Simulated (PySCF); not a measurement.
This PySCF input asks for the NMR shieldings of dihydrogen phosphate (O=P([O-])(O)O, [H₂O₄P]-); the geometry comes from PBE0-D3(BJ)/def2-SVP.

```python
import basis_set_exchange as bse
import numpy as np
from pyscf import gto, dft
from pyscf.prop import nmr

atoms = """
O    -0.723649   -0.893158    1.268483
P    -0.364963   -0.150306    0.013332
O    -1.263956    0.071087   -1.169292
O     0.184511    1.371095    0.434974
O     1.054768   -0.853859   -0.520209
H    -0.149127    1.915336   -0.286863
H     1.269086   -1.450406    0.205415
"""
names = dict.fromkeys(["O", "P", "H"], "pcSseg-2")
basis = {el: gto.basis.parse(bse.get_basis(n, elements=[el], fmt="nwchem")) for el, n in names.items()}
mol = gto.M(atom=atoms, basis=basis, charge=-1, verbose=0)
mf = dft.RKS(mol, xc="HYB_GGA_XC_B97_2")
mf.grids.level = 2
mf.grids.alignment = dft.numint.BLKSIZE   # the property module wants whole blocks of grid points
mf.conv_tol = 1e-9
mf.kernel()

calc = nmr.RKS(mf)   # GIAO
C = mf.mo_coeff
Co = C[:, mf.mo_occ > 0]
resp = mf.gen_response(singlet=True, hermi=2)
def vind(x):   # induced exchange potential for any number of trial vectors
    d = np.einsum("pi,xij,qj->xpq", C, 2 * x.reshape(-1, C.shape[1], Co.shape[1]), Co, optimize=True)
    return np.einsum("xpq,pi,qj->xij", resp(d - d.transpose(0, 2, 1)), C, Co, optimize=True).ravel()
mo1, _ = nmr.rhf.solve_mo1(calc, with_cphf=vind)
sigma = calc.kernel(mo1)
for i, s in enumerate(sigma):   # ppm
    print("%2d %-2s %9.2f" % (i, mol.atom_pure_symbol(i), np.trace(s) / 3))
```

Q: What are the results?

A: 
```
 0 O     194.03
 1 P     301.16
 2 O     193.86
 3 O     205.60
 4 O     205.54
 5 H      29.57
 6 H      29.57
```

These numbers come from an equivalent density-fitted implementation of the same equations, which agrees with the script to about 0.01 ppm for H and up to a few tenths of a ppm for heavy atoms, so last digits may differ.

Q: Turn these shieldings into chemical shifts. Chemical shifts δ = σref − σ; H2O for 17O (σref 326.24); 31P (σref 303.21) vs H3PO4; TMS for 1H (σref 31.36), all at this level.

A: Averaging equivalent atoms: O 0/2: 132.3; O 3/4: 120.7; P 1: 2.1; H 5/6: 1.79 ppm. Experimental scales use liquid or dissolved standards, which lie at an offset from isolated H2O (liquid H2O: subtract about 36 ppm) and H3PO4.

Size and cost of the density-fitted run: 215 basis functions, 16 s wall time on 1 thread of an x86-64 server CPU, shared host.
